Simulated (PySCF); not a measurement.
One molecule, a ladder of functionals, a line

Molecule: `InChI=1S/C2H5.Al.2H/c1-2;;;/h1H2,2H3;;;`.

Cartesian coordinates in Å; atom numbers follow the order of the lines, from 1:
```xyz
10

C    -1.221   -0.048    0.545
C    -0.195    0.260   -0.544
Al    1.684   -0.177   -0.175
H    -2.247    0.224    0.246
H    -1.004    0.496    1.478
H    -1.235   -1.119    0.804
H    -0.228    1.332   -0.819
H    -0.463   -0.257   -1.487
H     2.122   -0.864    1.197
H     2.796    0.158   -1.268
```

GIAO shieldings (ppm, equivalent atoms averaged) in PySCF on the PBE0-D3(BJ)/def2-SVP geometry, basis pcSseg-2, gas phase, non-relativistic:

| functional | exact exchange (%) | σ(C2) | σ(Al3) |
| --- | --- | --- | --- |
| BLYP | 0 | 160.6 | 231.4 |
| BP86 | 0 | 166.1 | 237.4 |
| PBE | 0 | 166.1 | 236.4 |
| B3LYP | 20 | 167.4 | 250.7 |
| PBE0 | 25 | 174.0 | 262.4 |
| mPW1PW91 | 25 | 173.5 | 265.1 |
| HF | 100 | 186.0 | 328.7 |

**Question.** Fit each shielding as a line in the percentage of exact exchange.

**Answer.** σ(C2) = 165.2 + 0.22 x (rms 2.6 ppm); σ(Al3) = 236.1 + 0.94 x (rms 3.4 ppm). The functionals also differ in their semilocal parts, which the line can't hold; Hartree–Fock has no correlation at all.

**Question.** What does the line predict for BHandHLYP (50 %), and what does the run give?

**Answer.** σ(C2): 176.2 predicted, 175.2 computed; σ(Al3): 283.1 predicted, 278.2 computed ppm.
